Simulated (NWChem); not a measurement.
# LiH; SMILES [LiH]

```xyz
2

Li     0.0000     0.0000     0.4586
H      0.0000     0.0000    -1.1457
```
Atoms are numbered in this order, from 1.

All runs: NWChem. Pople sets run with spherical d functions. All runs use the structure optimised with PBE-D3(BJ)/def2-SVP. Static field.

Task: What does the run give for PBE/6-31+G*? Quantities: isotropic polarisability (bohr³); anisotropy (bohr³).

Result: The isotropic polarisability (bohr³) comes out as 31.8 and the anisotropy (bohr³) is 6.1.
